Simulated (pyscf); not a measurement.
5 gas-phase steps of one pattern: four-centre exchange on the singlet surface, Cl–H + H–Mo or Cl–H + H–W or F–H + H–Mo or F–H + H–W broken and Cl–Mo + H–H or Cl–W + H–H or F–Mo + H–H or F–W + H–H formed. Optimised with ωB97X-D3(BJ)/def2-SVP in PySCF. Electronic energies in kcal/mol, from the separated reactants; ΔE‡ and ΔE at ωB97M-D3(BJ)/def2-TZVP. Rows were drawn at random from the steps of this pattern with a verified saddle, stable references and no exit in the data more than 5 kcal/mol lower.

```csv
row,step,ΔE,ΔE‡
1,F–WH(F)(F)(F)–F (SMILES [F][WH]([F])([F])([F])[F]) + HF (SMILES F) -> F–W(F)(F)(F)(F)–F (SMILES [F][W]([F])([F])([F])([F])[F]) + H₂ (SMILES [H][H]),-36.0,9.7
2,F–WH(F)(F)(F)–F (SMILES [F][WH]([F])([F])([F])[F]) + HCl (SMILES Cl) -> F–W(F)(F)(F)(F)–Cl (SMILES [F][W]([F])([F])([F])([F])[Cl]) + H₂ (SMILES [H][H]),-25.5,?
3,O=MoH(=O)–OH (SMILES [O]=[MoH](=[O])[OH]) + HCl (SMILES Cl) → O=Mo(=O)(OH)–Cl (SMILES [O]=[Mo](=[O])([OH])[Cl]) + H₂ (SMILES [H][H]),-24.5,13.9
4,HF (SMILES F) + F–MoH(F)(F)(F)–F (SMILES [F][MoH]([F])([F])([F])[F]) → F–Mo(F)(F)(F)(F)–F (SMILES [F][Mo]([F])([F])([F])([F])[F]) + H₂ (SMILES [H][H]),-21.3,18.8
5,O=MoH(F)(F)–F (SMILES [O]=[MoH]([F])([F])[F]) + HF (SMILES F) → O=Mo(F)(F)(F)–F (SMILES [O]=[Mo]([F])([F])([F])[F]) + H₂ (SMILES [H][H]),-21.0,16.8
```

Fit ΔE‡ = a + b·ΔE to the other rows and predict row 2.

Over the 4 complete rows the means are -25.7 (ΔE) and 14.8 (ΔE‡); least squares gives b = 0.53 and a = 28.4 kcal/mol, with residuals of 1.2 kcal/mol (root mean square; largest 1.7, row 4). For row 2: 28.4 + 0.53 × (-25.5) = 14.9 kcal/mol. The computed barrier is 12.7 kcal/mol, 2.2 under the line. The line follows the complete rows closely. Each barrier is that of the saddle found. Elements past Kr carry the def2 core potentials, without spin-orbit coupling.
